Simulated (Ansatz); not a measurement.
System: cubic perovskite BaTiO₃ (cubic high-temperature phase). Method: PBE-D4 (Ansatz, an electronic-structure program, PAW).

Input:

Ansatz 0.2 input:
```yaml
crystal:
  lattice:
    - [3.9421671438, 0.0, 0.0]
    - [0.0, 3.9421671438, 0.0]
    - [0.0, 0.0, 3.9421671438]
  atoms:
    - { symbol: Ba, position: [0.0, 0.0, 0.0] }
    - { symbol: Ti, position: [0.5, 0.5, 0.5] }
    - { symbol: O, position: [0.5, 0.0, 0.5] }
    - { symbol: O, position: [0.0, 0.5, 0.5] }
    - { symbol: O, position: [0.5, 0.5, 0.0] }
basis:
  ecutwfc: 520
  ecutrho_ratio: 4
  xc_grid: 2
kpoints:
  mp_grid: { grid: [8, 8, 8] }
hamiltonian:
  xc: pbe
  dispersion: d4
  pseudopotentials: { kind: paw }
scf:
  occupations: { method: fermi_dirac, width: 0.01 }
  convergence: { dr2_threshold: 0.0000000005 }
output:
  forces: true
  stress: true
  eigenvalues: true
```

Output (set-up and result lines):

```
Crystal: 5 atoms, lattice volume = 61.264 Å³
Basis set: ecut = 520 eV, 1647 PW (Γ), exchange–correlation on 60×60×60 points (8 copies of the dense FFT grid, shifted against one another)
Bands: 25, of which v1, the nominal top of the filled ones, is band 20 counted from 1 (19 counted from 0)
Symmetry: 48 space group operations
Space group: Pm-3m (ITA 221), of the structure as read, at distance tolerance 3.9e-5 Å
k-points: 35 of 512
Functional: x = pbe(κ = 0.804, μ = 0.2195149727645171), c = pbe(β = 0.06672455060314922)
SCF iter   1: F=—  HF=-10160.599265 eV  |F-HF|=—  |Δ(HF+E_count)|=         —  Δρ=1.91e-3  dr2=8.52e-4
SCF iter   2: F=—  HF=-10160.599395 eV  |F-HF|=—  |Δ(HF+E_count)|=   1.29e-4  Δρ=9.28e-4  dr2=2.16e-4
  ...
SCF iter   6: F=—  HF=-10160.599433 eV  |F-HF|=—  |Δ(HF+E_count)|=   1.32e-8  Δρ=2.02e-6  dr2=1.37e-9
SCF iter   7: F=-10160.599433 eV  HF=-10160.599433 eV  |F-HF|=3.64e-12  |Δ(HF+E_count)|=  9.68e-10  Δρ=2.82e-7  dr2=3.27e-11
SCF 1 converged in 7 iterations: F = -10160.599433 eV  dr2 = 3.27e-11
SCF converged after 7 iterations
Free energy (F): -10160.599433 eV
Internal energy: -10160.599433 eV  (E = F + TS)
E sigma→0 (E₀):  -10160.599433 eV
Fermi energy:    11.917134 eV
--- Forces (eV/Å), atoms counted from 1 ---
  atom   1  Ba    -0.00000000     0.00000000    -0.00000000
  atom   2  Ti     0.00000000    -0.00000000     0.00000000
  atom   3  O      0.00000000    -0.00000000     0.00000000
  atom   4  O      0.00000000    -0.00000000    -0.00000000
  atom   5  O      0.00000000    -0.00000000     0.00000000
--- Stress (GPa, compression-positive) ---
        7.539154       0.000000       0.000000
       -0.000000       7.539154       0.000000
        0.000000       0.000000       7.539154
  P = ⅓ Tr σ = 7.5392 GPa (75.392 kbar)
```

The cell is one volume of an energy–volume scan, off the minimum.

Note: held by symmetry at 0 K, a high-temperature phase can be a saddle point.

Computing time: very roughly 5 core-seconds.
